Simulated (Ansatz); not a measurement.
Ansatz (a first-principles code) input (B3LYP/6-31G*):

Ansatz 0.2 input:
```yaml
crystal:
  periodic: [false, false, false]
  atoms:
    - {symbol: S, position_ang: [0.00108380, 0.01823548, 1.13620484]}
    - {symbol: C, position_ang: [0.00261406, 1.29542196, -0.04692498]}
    - {symbol: C, position_ang: [-0.00253788, -1.20240713, -0.07753578]}
    - {symbol: C, position_ang: [0.00033218, 0.73061502, -1.26663996]}
    - {symbol: C, position_ang: [-0.00262290, -0.67651780, -1.34119242]}
    - {symbol: H, position_ang: [0.00501141, 2.32821230, 0.25581372]}
    - {symbol: H, position_ang: [-0.00440903, -2.24242826, 0.20719009]}
    - {symbol: H, position_ang: [-0.00465585, -1.26022405, -2.24852233]}
basis:
  gaussian:
    orbitals: 6-31G*
hamiltonian:
  xc: {name: B3LYP}
magnetization: {spin_polarized: true, initial_magnetization: 1}
relax: {f_tol: 0.003, max_steps: 120}
```

Q: What final total energy does it give?

A: -552.31085 Eh.
